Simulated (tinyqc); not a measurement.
UHF in the sto-3g basis, for NH, spin multiplicity 3, step by step (part 2 of 2). Computed by tinyqc, a small Python program that keeps every step (integrals from PySCF). Command: `OMP_NUM_THREADS=1 python tinyqc.py 31774 31775 out.jsonl` (the two numbers bound the seeds that draw the settings). One thread of a shared host (Intel(R) Xeon(R) Processor @ 2.60GHz), about 0.09 s of CPU time with the checks.

Geometry (angstrom):

| atom | x | y | z |
|---|---|---|---|
| N | 0.000000 | 0.000000 | 0.000000 |
| H | 0.000000 | 0.000000 | 0.999000 |

## Iteration 3: diagonalisation and new density

F(alpha) (hartree), lower triangle:
```
             1N 1s      1N 2s     1N 2px     1N 2py     1N 2pz      2H 1s
1N 1s   -15.269511
1N 2s    -3.904549  -1.974230
1N 2px   -0.004033  -0.007652  -0.423314
1N 2py    0.009445   0.041307  -0.019292  -0.393144
1N 2pz   -0.019709  -0.089955   0.034839  -0.041323  -0.369377
2H 1s    -1.017210  -0.936564  -0.008916   0.010455  -0.555336  -0.670620
```

F(beta) (hartree), lower triangle:
```
             1N 1s      1N 2s     1N 2px    1N 2py     1N 2pz      2H 1s
1N 1s   -15.228684
1N 2s    -3.848377  -1.658006
1N 2px   -0.003138   0.008047   0.309444
1N 2py    0.008735  -0.055891   0.138608  0.059797
1N 2pz   -0.018360  -0.169247  -0.114355  0.247078   0.027755
2H 1s    -0.997609  -0.835996  -0.061742  0.116564  -0.377899  -0.464124
```

X, lower triangle:
```
            1N 1s      1N 2s    1N 2px    1N 2py     1N 2pz     2H 1s
1N 1s    1.022949
1N 2s   -0.134753   1.173064
1N 2px   0.000000   0.000000  1.000000
1N 2py   0.000000   0.000000  0.000000  1.000000
1N 2pz  -0.011205   0.131199  0.000000  0.000000   1.113647
2H 1s    0.025774  -0.370507  0.000000  0.000000  -0.321893  1.260723
```

Diagonalise F' = X^T F X, C = X C', fill 5 alpha and 3 beta electrons from the bottom; D(s) = C_occ C_occ^T. Each column has its largest component positive (the first on a tie).

F' = X^T F X (alpha) (hartree), lower triangle:
```
            1          2          3          4          5          6
1  -14.984905
2   -2.022539  -1.118429
3   -0.003715  -0.000559  -0.423314
4    0.004827   0.037888  -0.019292  -0.393144
5   -0.045136   0.146849   0.040710  -0.044071  -0.107889
6   -0.160657  -0.524860  -0.019724   0.011421  -0.565229  -0.072311
```

orbital energies (alpha) (hartree): MO1 -15.277547, MO2 -1.093998, MO3 -0.555675, MO4 -0.433165, MO5 -0.369953, MO6 0.630347

coefficients C (alpha):
```
              MO1        MO2        MO3        MO4        MO5        MO6
1N 1s    0.993715  -0.234536   0.103333   0.000367  -0.042828   0.101899
1N 2s    0.027684   0.842302  -0.531714  -0.011445   0.216262  -0.713350
1N 2px   0.000267   0.004178  -0.126315   0.905359  -0.403638  -0.037798
1N 2py  -0.000687  -0.043168   0.244245   0.423566   0.870912   0.024181
1N 2pz   0.004949   0.120675   0.634288  -0.013928  -0.138423  -0.961717
2H 1s   -0.008304   0.262412   0.484426   0.039049  -0.175795   1.222682
```

F' = X^T F X (beta) (hartree), lower triangle:
```
            1          2          3         4          5         6
1  -14.951778
2   -2.007756  -0.792281
3   -0.004605   0.017736   0.309444
4    0.016703  -0.077512   0.138608  0.059797
5   -0.032711   0.048707  -0.106385  0.230206   0.252546
6   -0.158082  -0.527778  -0.044092  0.088355  -0.474546  0.083785
```

orbital energies (beta) (hartree): MO1 -15.234473, MO2 -0.837174, MO3 -0.327782, MO4 0.216593, MO5 0.371352, MO6 0.772997

coefficients C (beta):
```
              MO1        MO2        MO3        MO4        MO5        MO6
1N 1s    0.994752  -0.218129  -0.107510   0.089665   0.003530   0.093006
1N 2s    0.023387   0.773581   0.522447  -0.483722  -0.011857  -0.665337
1N 2px   0.000197   0.033398  -0.256162  -0.320174   0.909841   0.054252
1N 2py  -0.000502  -0.043154   0.585730   0.688207   0.414518  -0.097992
1N 2pz   0.004560   0.165794  -0.482547   0.268801   0.013114  -1.014089
2H 1s   -0.007394   0.328200  -0.361557   0.498037  -0.007719   1.159476
```

D(alpha) after iteration 3, lower triangle:
```
            1N 1s      1N 2s     1N 2px     1N 2py    1N 2pz     2H 1s
1N 1s    1.054989
1N 2s   -0.234249   1.039858
1N 2px   0.003852  -0.026963   0.998571
1N 2py  -0.002464   0.017250   0.000914   0.999415
1N 2pz   0.048081  -0.265254  -0.036351   0.023255  0.436263
2H 1s   -0.012197  -0.075241   0.046215  -0.029566  0.362682  0.336027
```

D(beta) after iteration 3, lower triangle:
```
            1N 1s      1N 2s     1N 2px     1N 2py    1N 2pz     2H 1s
1N 1s    1.048670
1N 2s   -0.201644   0.871925
1N 2px   0.020451  -0.107991   0.066735
1N 2py  -0.054058   0.272619  -0.151484   0.344943
1N 2pz   0.020250  -0.123744   0.129149  -0.289799  0.260360
2H 1s   -0.040074   0.064822   0.103577  -0.225934  0.228848  0.238493
```

## Iteration 4: building the Fock matrix

core Hamiltonian H = T + V (hartree), lower triangle:
```
             1N 1s      1N 2s     1N 2px     1N 2py     1N 2pz      2H 1s
1N 1s   -24.724917
1N 2s    -5.685864  -6.774799
1N 2px    0.000000   0.000000  -5.382667
1N 2py    0.000000   0.000000   0.000000  -5.382667
1N 2pz   -0.016256  -0.185367   0.000000   0.000000  -5.516593
2H 1s    -1.469909  -2.982301   0.000000   0.000000  -2.258840  -4.060129
```

Two-electron integrals (ij|kl) in chemists' order, unique and non-zero (hartree):
```
(11|11) 4.166630   (21|11) 0.640849   (21|21) 0.117461   (22|11) 0.969864
(22|21) 0.220936   (22|22) 0.708245   (31|31) 0.020960   (32|31) 0.032452
(32|32) 0.156449   (33|11) 0.967124   (33|21) 0.220977   (33|22) 0.708086
(33|33) 0.762805   (41|41) 0.020960   (42|41) 0.032452   (42|42) 0.156449
(43|43) 0.041119   (44|11) 0.967124   (44|21) 0.220977   (44|22) 0.708086
(44|33) 0.680568   (44|44) 0.762805   (51|51) 0.020960   (52|51) 0.032452
(52|52) 0.156449   (53|53) 0.041119   (54|54) 0.041119   (55|11) 0.967124
(55|21) 0.220977   (55|22) 0.708086   (55|33) 0.680568   (55|44) 0.680568
(55|55) 0.762805   (61|11) 0.166672   (61|21) 0.030292   (61|22) 0.056604
(61|33) 0.056463   (61|44) 0.056463   (61|51) 0.001593   (61|52) 0.002975
(61|55) 0.056893   (61|61) 0.007944   (62|11) 0.382206   (62|21) 0.088040
(62|22) 0.308855   (62|33) 0.302752   (62|44) 0.302752   (62|51) 0.007353
(62|52) 0.054403   (62|55) 0.320778   (62|61) 0.023302   (62|62) 0.167506
(63|31) 0.009245   (63|32) 0.052482   (63|53) 0.011156   (63|63) 0.022953
(64|41) 0.009245   (64|42) 0.052482   (64|54) 0.011156   (64|64) 0.022953
(65|11) 0.291667   (65|21) 0.068068   (65|22) 0.254240   (65|33) 0.241946
(65|44) 0.241946   (65|51) 0.014243   (65|52) 0.094771   (65|55) 0.278559
(65|61) 0.018867   (65|62) 0.165698   (65|65) 0.184392   (66|11) 0.512550
(66|21) 0.119966   (66|22) 0.478390   (66|33) 0.455719   (66|44) 0.455719
(66|51) 0.013401   (66|52) 0.132482   (66|55) 0.523172   (66|61) 0.032159
(66|62) 0.319430   (66|65) 0.355006   (66|66) 0.774606
```

nuclear repulsion = 3.70794842 hartree

J_ij = sum D_kl (ij|kl) with D = D(alpha) + D(beta), K_ij = sum D_kl (ik|jl) for each spin; F = H + J - K(s); E = tr D H + tr D J / 2 - 0.5 sum_s tr D(s) K(s) + E_nn.

Coulomb J (hartree), lower triangle:
```
            1N 1s      1N 2s     1N 2px     1N 2py    1N 2pz     2H 1s
1N 1s   13.678959
1N 2s    2.498977   5.964458
1N 2px  -0.004970  -0.024927   5.933051
1N 2py   0.011720   0.060213  -0.012382   5.956000
1N 2pz   0.001848   0.069507   0.010974  -0.027621  5.984379
2H 1s    0.645502   2.603036  -0.004769   0.011704  2.162232  4.104571
```

exchange K(alpha) (hartree), lower triangle:
```
            1N 1s      1N 2s     1N 2px     1N 2py    1N 2pz     2H 1s
1N 1s    4.263878
1N 2s    0.725782   1.184848
1N 2px   0.000009  -0.005917   0.998024
1N 2py  -0.000006   0.003786   0.000660   0.998633
1N 2pz   0.003502  -0.034888  -0.014537   0.009300  0.833941
2H 1s    0.194921   0.552127   0.003596  -0.002301  0.445925  0.680803
```

exchange K(beta) (hartree), lower triangle:
```
            1N 1s      1N 2s     1N 2px     1N 2py    1N 2pz     2H 1s
1N 1s    4.220668
1N 2s    0.668001   0.854588
1N 2px  -0.000355  -0.051385   0.237743
1N 2py   0.000830   0.141729  -0.109324   0.438522
1N 2pz   0.002281   0.049751   0.119420  -0.266329  0.543453
2H 1s    0.175974   0.461971   0.045249  -0.088206  0.338786  0.548256
```

F(alpha) (hartree), lower triangle:
```
             1N 1s      1N 2s     1N 2px     1N 2py     1N 2pz      2H 1s
1N 1s   -15.309836
1N 2s    -3.912669  -1.995188
1N 2px   -0.004980  -0.019009  -0.447640
1N 2py    0.011726   0.056427  -0.013042  -0.425301
1N 2pz   -0.017910  -0.080973   0.025510  -0.036921  -0.366154
2H 1s    -1.019328  -0.931392  -0.008365   0.014005  -0.542533  -0.636362
```

F(beta) (hartree), lower triangle:
```
             1N 1s      1N 2s     1N 2px    1N 2py     1N 2pz      2H 1s
1N 1s   -15.266627
1N 2s    -3.854888  -1.664929
1N 2px   -0.004616   0.026458   0.312641
1N 2py    0.010890  -0.081517   0.096941  0.134810
1N 2pz   -0.016689  -0.165611  -0.108447  0.238708  -0.075666
2H 1s    -1.000381  -0.841235  -0.050018  0.099910  -0.435394  -0.503815
```

total energy of this density = -54.17546543 hartree

## Iteration 4: DIIS over 2 matrices

error matrix X^T (FDS - SDF) X (alpha):
```
           1          2          3          4          5          6
1   0.000000  -0.000920   0.000500  -0.000302  -0.002265   0.003550
2   0.000920   0.000000  -0.005508   0.003365   0.003717  -0.012518
3  -0.000500   0.005508   0.000000  -0.000020   0.011546  -0.014460
4   0.000302  -0.003365   0.000020   0.000000  -0.007067   0.008878
5   0.002265  -0.003717  -0.011546   0.007067   0.000000  -0.016482
6  -0.003550   0.012518   0.014460  -0.008878   0.016482   0.000000
```

B (overlaps of the stored error matrices):
```
               1              2
1  4.5454254e-02  2.8264657e-02
2  2.8264657e-02  2.2698067e-02
```

Minimise |sum c_i e_i|^2 with sum c_i = 1: solve [B -1; -1 0][c; lambda] = [0; -1] with B_ij = tr e_i^T e_j summed over both spins, and take F = sum c_i F_i.

DIIS coefficients: -0.478929  1.478929

extrapolated F(alpha) (hartree), lower triangle:
```
             1N 1s      1N 2s     1N 2px     1N 2py     1N 2pz      2H 1s
1N 1s   -15.329149
1N 2s    -3.916558  -2.005226
1N 2px   -0.005433  -0.024449  -0.459291
1N 2py    0.012818   0.063668  -0.010049  -0.440702
1N 2pz   -0.017049  -0.076671   0.021043  -0.034812  -0.364610
2H 1s    -1.020342  -0.928914  -0.008101   0.015705  -0.536401  -0.619954
```

extrapolated F(beta) (hartree), lower triangle:
```
             1N 1s      1N 2s     1N 2px    1N 2py     1N 2pz      2H 1s
1N 1s   -15.284799
1N 2s    -3.858007  -1.668244
1N 2px   -0.005323   0.035275   0.314172
1N 2py    0.011921  -0.093789   0.076986  0.170736
1N 2pz   -0.015889  -0.163870  -0.105617  0.234699  -0.125197
2H 1s    -1.001708  -0.843744  -0.044403  0.091934  -0.462931  -0.522824
```

## Iteration 4: diagonalisation and new density

As before.

F' = X^T F X (alpha) (hartree), lower triangle:
```
            1          2          3          4          5          6
1  -15.044779
2   -2.022634  -1.156140
3   -0.002708  -0.022185  -0.459291
4    0.005328   0.062573  -0.010049  -0.440702
5   -0.042995   0.154255   0.022895  -0.035614  -0.107662
6   -0.163604  -0.523233  -0.008069   0.007747  -0.561227  -0.014946
```

orbital energies (alpha) (hartree): MO1 -15.337052, MO2 -1.109158, MO3 -0.556738, MO4 -0.463716, MO5 -0.410604, MO6 0.653748

coefficients C (alpha):
```
              MO1        MO2        MO3        MO4        MO5        MO6
1N 1s    0.993775  -0.241771   0.079738   0.000711  -0.055040   0.099706
1N 2s    0.027398   0.884614  -0.436139  -0.007199   0.269221  -0.709003
1N 2px   0.000396   0.029638  -0.165724   0.912353  -0.372997  -0.011958
1N 2py  -0.000953  -0.079267   0.339820   0.409091   0.843100   0.008011
1N 2pz   0.004666   0.093424   0.626082   0.001953  -0.235468  -0.951308
2H 1s   -0.008105   0.210989   0.474000   0.017220  -0.191311   1.234837
```

F' = X^T F X (beta) (hartree), lower triangle:
```
            1          2          3         4          5         6
1  -15.008240
2   -2.008872  -0.798875
3   -0.010160   0.044693   0.314172
4    0.024573  -0.114897   0.076986  0.170736
5   -0.030557   0.066521  -0.098639  0.219340   0.119715
6   -0.161399  -0.528195  -0.035190  0.075413  -0.528129  0.050607
```

orbital energies (beta) (hartree): MO1 -15.290375, MO2 -0.863776, MO3 -0.380381, MO4 0.282575, MO5 0.347689, MO6 0.752383

coefficients C (beta):
```
              MO1        MO2        MO3        MO4        MO5        MO6
1N 1s    0.994863  -0.211170  -0.124615   0.077069   0.000414   0.097765
1N 2s    0.022832   0.740988   0.599926  -0.395844   0.000306  -0.694650
1N 2px   0.000300   0.008670  -0.190120  -0.347912   0.916965   0.043723
1N 2py  -0.000653  -0.007933   0.435684   0.801913   0.398912  -0.089002
1N 2pz   0.004200   0.201344  -0.559165   0.194952   0.003088  -0.984848
2H 1s   -0.006947   0.351322  -0.396898   0.355353  -0.007677   1.193164
```

D(alpha) after iteration 4, lower triangle:
```
            1N 1s      1N 2s     1N 2px     1N 2py    1N 2pz     2H 1s
1N 1s    1.055431
1N 2s   -0.236247   1.046041
1N 2px   0.001192  -0.008478   0.999857
1N 2py  -0.000799   0.005680   0.000096   0.999936
1N 2pz   0.044934  -0.253693  -0.011376   0.007621  0.456177
2H 1s   -0.010728  -0.071937   0.014766  -0.009892  0.361518  0.306155
```

D(beta) after iteration 4, lower triangle:
```
            1N 1s      1N 2s     1N 2px     1N 2py    1N 2pz     2H 1s
1N 1s    1.049874
1N 2s   -0.208519   0.909496
1N 2px   0.022159  -0.107627   0.036221
1N 2py  -0.053267   0.255485  -0.082901   0.189884
1N 2pz   0.031341  -0.186168   0.108056  -0.245220  0.353223
2H 1s   -0.031640   0.022057   0.078502  -0.175705  0.292639  0.281003
```

## Iteration 13 (converged): orbitals

converged F(alpha) (hartree), lower triangle:
```
             1N 1s      1N 2s     1N 2px     1N 2py     1N 2pz      2H 1s
1N 1s   -15.344565
1N 2s    -3.921857  -2.023249
1N 2px    0.000000  -0.000002  -0.472269
1N 2py    0.000001   0.000005   0.000000  -0.472269
1N 2pz   -0.023455  -0.121954   0.000000  -0.000003  -0.382740
2H 1s    -1.022355  -0.933608   0.000000   0.000002  -0.543960  -0.583039
```

converged F(beta) (hartree), lower triangle:
```
             1N 1s      1N 2s     1N 2px    1N 2py     1N 2pz      2H 1s
1N 1s   -15.298126
1N 2s    -3.855339  -1.687718
1N 2px    0.000000   0.000002   0.340216
1N 2py    0.000001  -0.000008   0.000000  0.340216
1N 2pz   -0.022337  -0.086197  -0.000003  0.000016  -0.266352
2H 1s    -1.002962  -0.834066  -0.000001  0.000005  -0.517362  -0.594098
```

As before.

F' = X^T F X (alpha) (hartree), lower triangle:
```
            1          2          3          4          5         6
1  -15.059814
2   -2.023577  -1.183888
3    0.000000  -0.000002  -0.472269
4    0.000000   0.000005   0.000000  -0.472269
5   -0.043535   0.099753   0.000000  -0.000003  -0.133890
6   -0.163377  -0.522625   0.000000   0.000001  -0.561166  0.039162
```

orbital energies (alpha) (hartree): MO1 -15.352601, MO2 -1.127484, MO3 -0.511546, MO4 -0.472269, MO5 -0.472269, MO6 0.653201

coefficients C (alpha):
```
              MO1        MO2        MO3        MO4        MO5        MO6
1N 1s    0.993717  -0.242524   0.100517   0.000000  -0.000012   0.094744
1N 2s    0.027708   0.892929  -0.519669   0.000000   0.000058  -0.693240
1N 2px   0.000000   0.000002  -0.000019   0.978952  -0.204092   0.000000
1N 2py   0.000000  -0.000006   0.000096   0.204092   0.978952   0.000001
1N 2pz   0.005316   0.149474   0.688209   0.000000  -0.000065  -0.930141
2H 1s   -0.008430   0.187723   0.472473  -0.000001  -0.000047   1.253968
```

F' = X^T F X (beta) (hartree), lower triangle:
```
            1          2          3         4          5          6
1  -15.023059
2   -2.002242  -0.818082
3   -0.000001   0.000003   0.340216
4    0.000002  -0.000009   0.000000  0.340216
5   -0.047354   0.158655  -0.000003  0.000015  -0.002020
6   -0.162886  -0.513251  -0.000001  0.000004  -0.562449  -0.026348
```

orbital energies (beta) (hartree): MO1 -15.303478, MO2 -0.870596, MO3 -0.416451, MO4 0.340216, MO5 0.340216, MO6 0.721013

coefficients C (beta):
```
              MO1        MO2        MO3        MO4       MO5        MO6
1N 1s    0.994974  -0.205967  -0.143172   0.000005  0.000000   0.111708
1N 2s    0.022372   0.710265   0.688898  -0.000024  0.000000  -0.754433
1N 2px   0.000000  -0.000001  -0.000005  -0.205510  0.978655   0.000001
1N 2py   0.000000   0.000001   0.000024   0.978655  0.205510  -0.000008
1N 2pz   0.004471   0.178962  -0.630705   0.000007  0.000000  -0.965053
2H 1s   -0.006860   0.394131  -0.453818   0.000021  0.000001   1.212287
```

D(alpha) after iteration 13, lower triangle:
```
            1N 1s      1N 2s     1N 2px     1N 2py    1N 2pz     2H 1s
1N 1s    1.056396
1N 2s   -0.241259   1.068145
1N 2px   0.000000   0.000000   1.000000
1N 2py   0.000000   0.000001   0.000000   1.000000
1N 2pz   0.038208  -0.224024   0.000000   0.000001  0.496002
2H 1s   -0.006413  -0.078139  -0.000001  -0.000002  0.353174  0.258541
```

D(beta) after iteration 13, lower triangle:
```
            1N 1s      1N 2s    1N 2px     1N 2py    1N 2pz     2H 1s
1N 1s    1.052893
1N 2s   -0.222663   0.979557
1N 2px   0.000001  -0.000004  0.000000
1N 2py  -0.000004   0.000017  0.000000   0.000000
1N 2pz   0.057887  -0.307281  0.000003  -0.000015  0.429836
2H 1s   -0.023029  -0.032851  0.000002  -0.000011  0.356729  0.361337
```

Within a degenerate level the vectors are fixed only up to a rotation; this is one choice.

## Convergence

Stop when the energy changes by less than 1e-08 hartree and every element of the error matrix X^T (F D S - S D F) X (for each spin) is below 3e-05.

Course of the cycle:

| iteration | E (hartree) | change | largest element of the error matrix |
|---|---|---|---|
| 1 | -47.91669733 | - | 4.74e+00 |
| 2 | -53.92121628 | -6.00e+00 | 1.93e-01 |
| 3 | -54.12773596 | -2.07e-01 | 7.96e-02 |
| 4 | -54.17546543 | -4.77e-02 | 7.35e-02 |
| 5 | -54.21415801 | -3.87e-02 | 5.52e-02 |
| 6 | -54.24650382 | -3.23e-02 | 2.74e-02 |
| 7 | -54.25665654 | -1.02e-02 | 6.69e-03 |
| 8 | -54.25706731 | -4.11e-04 | 2.16e-03 |
| 9 | -54.25713079 | -6.35e-05 | 7.45e-04 |
| 10 | -54.25713258 | -1.79e-06 | 2.03e-04 |
| 11 | -54.25713279 | -2.12e-07 | 9.76e-05 |
| 12 | -54.25713284 | -5.11e-08 | 2.35e-05 |
| 13 | -54.25713284 | -3.06e-09 | 4.31e-06 |

PySCF UHF in the same basis, after a stability check = -54.25713284 hartree

Converged in 13 iterations.

## Populations, bond orders and dipole

overlap S, lower triangle:
```
           1N 1s     1N 2s    1N 2px    1N 2py    1N 2pz     2H 1s
1N 1s   1.000000
1N 2s   0.235038  1.000000
1N 2px  0.000000  0.000000  1.000000
1N 2py  0.000000  0.000000  0.000000  1.000000
1N 2pz  0.000000  0.000000  0.000000  0.000000  1.000000
2H 1s   0.060236  0.503023  0.000000  0.000000  0.444130  1.000000
```

Mulliken: Z minus the diagonal of D S on the atom; Loewdin: the same with S^(1/2) D S^(1/2); Mayer order: 2 sum_s sum (D(s) S)_ij (D(s) S)_ji over the two atoms.

Charges (e):

| atom | Mulliken | Loewdin | Mulliken spin |
|---|---|---|---|
| 1N | -0.122436 | -0.071173 | 2.126155 |
| 2H | 0.122436 | 0.071173 | -0.126155 |

Mayer bond orders:

| pair | order |
|---|---|
| 2-1 | 0.969094 |

dipole moment about the origin, x y z (debye): 0.000012  -0.000044  1.360314

<S^2> of the determinant (pure state: 2) = 2.010248
